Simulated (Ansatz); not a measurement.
CH$_{2}$N$_{2}$ (`N#CN`), relaxed with RKS PBE-D4/def2-SVP in Ansatz from a rough embedded geometry. The force threshold is 0.03 eV/Å; the program also tests the step.

Total charge 0; spin multiplicity 1.

Start:

```xyz
5

N    -1.920   -0.435   -0.118
C    -0.745   -0.199   -0.014
N     0.577    0.052    0.114
H     1.221   -0.419   -0.361
H     0.867    1.000    0.379
```

Question: By how much does the energy fall, and how many steps does the optimiser take? (Best estimate.)

Answer: Ansatz gave: 6.70 kcal/mol, in 5 steps.

Question: Which bonds change most? (Estimate.)

Answer: Ansatz gave: N3–H4 from 0.928 to 1.024 Å; N1–C2 from 1.203 to 1.177 Å; C2–N3 from 1.352 to 1.344 Å; N3–H5 from 1.026 to 1.024 Å.

Question: Give the relaxed structure. (Best estimate.)

Answer: The calculation gave: 
```xyz
5

N    -1.881   -0.423   -0.135
C    -0.735   -0.191   -0.005
N     0.572    0.041    0.206
H     1.215   -0.449   -0.422
H     0.829    1.021    0.357
```
